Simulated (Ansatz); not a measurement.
Molecular dynamics of AlClH3N

Input file:

```yaml
crystal:
  periodic: [false, false, false]
  atoms:
    - { symbol: Al, position_ang: [0.015897, 0.012814, 0.043048] }
    - { symbol: "N", position_ang: [-0.020443, -0.001172, 1.818921] }
    - { symbol: H, position_ang: [-0.862388, -0.062872, 2.385129] }
    - { symbol: H, position_ang: [0.801189, 0.051439, 2.415028] }
    - { symbol: H, position_ang: [1.354427, 0.110367, -0.775362] }
    - { symbol: Cl, position_ang: [-1.868882, -0.110576, -0.961763] }
basis:
  gaussian: { orbitals: cc-pVDZ }
hamiltonian:
  xc: b3lyp
  dispersion: d4
md:
  timestep: 0.5
  n_steps: 150
  ensemble: nve
  temperature: 1000.0
  initial_velocities: maxwell_boltzmann
  seed: 740556
  masses: [{ species: H, mass: 3.016 }]
```

Run as:

```bash
$ ansatz run input.yaml --threads 1 --pin off --max-ram 2048MiB --backend cpu --events-out ev --progress --plain --runs-dir out
```

It starts from a relaxed structure.

Output, in part (step lines, the closing report, with atoms numbered from 0):

```
md step     0: t =     0.00 fs  T =  1000.0 K  F+E_penalty+E_count = -20662.42377090 eV  E_kin = 0.517040 eV  conserved = -20661.90673091 eV  (24 SCF iters)
md step     1: t =     0.50 fs  T =   986.3 K  F+E_penalty+E_count = -20662.41666623 eV  E_kin = 0.509951 eV  conserved = -20661.90671528 eV  (27 SCF iters)
md step     2: t =     1.00 fs  T =   946.7 K  F+E_penalty+E_count = -20662.39602248 eV  E_kin = 0.489483 eV  conserved = -20661.90653931 eV  (28 SCF iters)
md step     3: t =     1.50 fs  T =   887.0 K  F+E_penalty+E_count = -20662.36483827 eV  E_kin = 0.458626 eV  conserved = -20661.90621185 eV  (27 SCF iters)
md step     4: t =     2.00 fs  T =   817.4 K  F+E_penalty+E_count = -20662.32842085 eV  E_kin = 0.422634 eV  conserved = -20661.90578666 eV  (27 SCF iters)
md step     5: t =     2.50 fs  T =   750.7 K  F+E_penalty+E_count = -20662.29351676 eV  E_kin = 0.388157 eV  conserved = -20661.90535931 eV  (27 SCF iters)
md step     6: t =     3.00 fs  T =   699.7 K  F+E_penalty+E_count = -20662.26682543 eV  E_kin = 0.361782 eV  conserved = -20661.90504342 eV  (27 SCF iters)
md step     7: t =     3.50 fs  T =   673.7 K  F+E_penalty+E_count = -20662.25326810 eV  E_kin = 0.348338 eV  conserved = -20661.90492999 eV  (22 SCF iters)
[... lines left out ...]
Total energy: -20662.11993229 eV, -759.3189022236 hartree
Atom 0 at    -0.092902    -0.049012     0.115384 Å, force     0.461450     0.568886     0.412637 eV/Å
Atom 1 at     0.091099    -0.001495     1.908328 Å, force     0.905075     0.184291     0.926917 eV/Å
Atom 2 at    -0.615553    -0.000595     2.690648 Å, force     1.283301    -0.051172    -1.016026 eV/Å
Atom 3 at     1.125023     0.135228     2.232957 Å, force    -2.601448    -0.323956    -0.420310 eV/Å
Atom 4 at     1.301610     0.299717    -0.552466 Å, force    -0.141233    -0.241484    -0.193736 eV/Å
Atom 5 at    -1.874204    -0.091928    -1.081611 Å, force     0.092854    -0.136566     0.290518 eV/Å
Dipole moment:     0.194827    -0.060519     0.453305 e Å
```

The steps, from the saved trajectory:

| time (fs) | T (K) | potential energy less start (eV) | conserved less start (meV/atom) |
| --- | --- | --- | --- |
| 0.0 | 1000 | 0.000 | 0.00 |
| 2.5 | 751 | 0.130 | 0.23 |
| 5.0 | 746 | 0.132 | 0.16 |
| 7.5 | 819 | 0.094 | 0.04 |
| 10.0 | 507 | 0.256 | 0.23 |
| 12.5 | 438 | 0.292 | 0.24 |
| 15.0 | 654 | 0.179 | 0.05 |
| 17.5 | 508 | 0.255 | 0.14 |
| 20.0 | 382 | 0.321 | 0.25 |
| 22.5 | 582 | 0.216 | 0.02 |
| 25.0 | 383 | 0.320 | 0.19 |
| 27.5 | 291 | 0.368 | 0.25 |
| 30.0 | 543 | 0.237 | 0.07 |
| 32.5 | 498 | 0.260 | 0.09 |
| 35.0 | 335 | 0.345 | 0.27 |
| 37.5 | 546 | 0.235 | 0.04 |
| 40.0 | 421 | 0.300 | 0.15 |
| 42.5 | 240 | 0.394 | 0.25 |
| 45.0 | 399 | 0.312 | 0.14 |
| 47.5 | 470 | 0.274 | 0.05 |
| 50.0 | 254 | 0.387 | 0.26 |
| 52.5 | 391 | 0.316 | 0.10 |
| 55.0 | 400 | 0.311 | 0.09 |
| 57.5 | 175 | 0.428 | 0.25 |
| 60.0 | 279 | 0.374 | 0.18 |
| 62.5 | 468 | 0.276 | 0.04 |
| 65.0 | 338 | 0.344 | 0.22 |
| 67.5 | 435 | 0.293 | 0.15 |
| 70.0 | 573 | 0.221 | 0.06 |
| 72.5 | 403 | 0.310 | 0.21 |
| 75.0 | 414 | 0.304 | 0.22 |

All steps were run. The conserved energy stayed within 0.31 meV per atom of its start (net change 0.22 meV per atom), so the integration is sound. A run of 0.075 ps of so small a system gives no equilibrium averages.

The same pairs are bonded in the first frame and the last. Pairs count as bonded within 1.25 times the sum of covalent radii (0.12 Å more for H–H).

Last frame:

```xyz
6
Properties=species:S:1:pos:R:3
Al -0.093 -0.049 0.115
N 0.091 -0.002 1.908
H -0.616 -0.001 2.691
H 1.125 0.135 2.233
H 1.302 0.300 -0.552
Cl -1.874 -0.092 -1.082
```

Run time: 4.4 min on 1 thread of Arm Neoverse V2 (shared host), peak memory 0.12 GiB.
